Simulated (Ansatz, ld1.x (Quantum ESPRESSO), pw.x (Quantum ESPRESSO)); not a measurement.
**hydrogen: does the TM potential hold in the solid?**

```json
{
 "Element": "H",
 "Generator": "ld1.x (Quantum ESPRESSO) 7.5",
 "Type": "norm-conserving Troullier–Martins (Kleinman–Bylander form)",
 "Functional": "LDA (PW92)",
 "Relativity": "scalar-relativistic",
 "Frozen core": "none",
 "Valence charge": "1",
 "Reference configuration": "1s1",
 "Partial waves": "2p channel at 0.15 Ry: rc 1.40 bohr; 1s (bound): rc 1.50 bohr",
 "Local potential": "the s channel",
 "Core correction": "none"
}
```

Atomic tests: cutoffs needed: 18 Ry and 30 Ry (the cutoffs (Ry, on a coarse ladder) from which the occupation-weighted sum of valence levels, in a spherical-Bessel basis at the reference potential, stays within 10 and 1 mRy of its value at 400 Ry); ghost test: no extra level below or beside the all-electron valence levels (p, s, d, f tested) (spherical-Bessel basis up to 400 Ry, 20 bohr box).

Crystal test: bcc H in pw.x 7.5, no spin, 18³ k-points, Fermi–Dirac smearing 0.01 Ry, cutoffs 40/160 Ry. The reference is all-electron LAPW (Ansatz 0.2.0) with the same functional, mesh and smearing; V0 and B0 come from Birch–Murnaghan fits to the pressures at five volumes. Errors are pseudo minus all-electron; Δ is the rms difference of the E(V) curves that follow from these fits, minima aligned, over ±6 % about the mean V0. Mesh and smearing are coarse, so the numbers serve the comparison and aren't converged zero-temperature values; the lattice is a test structure that the element need not adopt.

```
V (Å³/atom)  P all-electron (GPa)  P pseudo (GPa)
      2.825                  3.54            6.01
      2.900                  0.40            2.70
      2.974                 -2.42           -0.27
      3.048                 -4.95           -2.95
      3.123                 -7.22           -5.36
```

All-electron: a0 = 1.799 Å (V0 = 2.91 Å³/atom), B0 = 114.6 GPa.

Pseudopotential: mean pressure error (GPa): +2.16; a0 (Å): 1.810; a0 error (%): +0.65; B0 error (%): -0.8; Δ (meV/atom): 1.4. This is a poor potential for the solid.

Task: At the middle volume, how do free energy and pressure move when the wave cutoff is lowered (ecutrho kept at four times it)?

Result:

| cutoff (Ry) | shift of F (meV/atom) | shift of P (GPa) |
| --- | --- | --- |
| 18 | +81.5 | -10.91 |
| 24 | +18.6 | -4.03 |
| 32 | +0.8 | -0.43 |

The run at the middle volume (195 k-points, 3 iterations) took about 0.6 s on one core of a shared host (Neoverse-V2, 96 threads, 742 GiB, load 34).
